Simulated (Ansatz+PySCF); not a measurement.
**doublet NO: levels of theory in one basis**

```xyz
2

N     0.0000    0.0000   -0.6344
O     0.0000    0.0000    0.5583
```

Basis set: cc-pVTZ (spherical functions). Frozen core: 2 orbitals. Correlation on ROHF uses semicanonical orbitals with singles. Charge 0, multiplicity 2.

Computed with Ansatz (development build ahead of 0.2.0) and PySCF 2.14.0; each method stands on the lowest determinant of its kind that the runs found.

```tsv
method	E − E(ROHF) (eV)	<S²> of the determinant
ROHF	0.00	0.75
UHF	-0.28	0.98
ROHF-MP2	-11.39	–
UHF-MP2	-10.61	0.98
```

Question: What does ROHF-CCSD(T) give on the same scale?

Answer: -11.86 eV.

Question: Is a single determinant a sound starting point here?

Answer: Only with care. Unrestricted orbitals gain 0.28 eV and <S²> is 0.98 against 0.75 for a pure state, a contamination that matters most for the unrestricted series.

Caution for UHF, UHF-MP2: the unrestricted determinant is spin contaminated. Caution for ROHF-MP2, UHF-MP2: forces differ strongly between restricted and unrestricted references.
